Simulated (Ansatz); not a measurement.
# A substitution series on C: H to CH3

On one C centre that keeps Cl, n of the H ligands are replaced by CH3. The atomisation energy (no zero-point term) y in kJ/mol at CCSD(T)/CBS estimate. Shapes: PBE0-D4/def2-TZVP. Programs: Ansatz 0.2.0.

```
molecule  n  y (kJ/mol)
   CH3Cl  0        1656
  C2H5Cl  1        2896
  C3H7Cl  2           ?
  C4H9Cl  3        5385
```

Fit y = c + s·n to the known rows and predict C3H7Cl.


1. Means of the 3 rows: n = 1.33333, y = 3312.3.
2. Σ(Δn)² = 4.6667, Σ(Δn·Δy) = 5801.7, so the slope is 5801.7/4.6667 = 1243.2.
3. Intercept: 3312.3 − (1243.2) × 1.33333 = 1654.7. The largest residual of the fit is 1.9.
4. C3H7Cl: 1654.7 + (1243.2) × 2 = 4141 kJ/mol.

The run gave 4140 kJ/mol, so the prediction is off by +1 kJ/mol, within the largest residual. The steps are nearly additive. The slope is the difference between a C–CH3 and a C–H bond with the ligands’ own bonds. Other levels give for C3H7Cl: SPW92/def2-TZVPP 4691; PBE-D4/def2-TZVPP 4211; BHLYP-D4/def2-TZVPP 4047 kJ/mol. The CBS estimate extrapolates MP2 from def2-TZVPP and def2-QZVPP and adds CCSD(T) − MP2 in the triple-zeta set, cores frozen.
